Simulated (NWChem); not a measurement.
nitrogen trifluoride (NF₃); SMILES FN(F)F

```xyz
4

F      0.8770     0.8770    -0.1272
N      0.0000     0.0000     0.4837
F     -1.1980     0.3210    -0.1272
F      0.3210    -1.1980    -0.1272
```
Atoms are numbered in this order, from 1.

Computed with NWChem. Geometry optimised at B3LYP/6-31G*; all other runs use it. Pople sets run with spherical d functions.

| quantity | level | value |
|---|---|---|
| first state with f > 0.002 (eV), N K edge, unshifted | PBE/cc-pVTZ, TDA | … |
| isotropic polarisability (bohr³), static | B3LYP/aug-cc-pVDZ | … |
| vertical ionisation energy, ΔSCF (eV) | PBE/6-31G* | 12.57 |
| solvation free energy (kcal/mol) in ethyl acetate | M06-2X/6-31G*, SMD | 1.3 |
| dipole (D) | B3LYP/6-31G* | … |
| highest harmonic frequency (cm⁻¹) | B3LYP/6-31G* | 1062 |

**Question.** Fill in the missing entries.

**Answer.** 
- first state with f > 0.002 (eV), N K edge, unshifted, value: 388.0
- isotropic polarisability (bohr³), static, value: 18.5
- dipole (D), value: 0.09
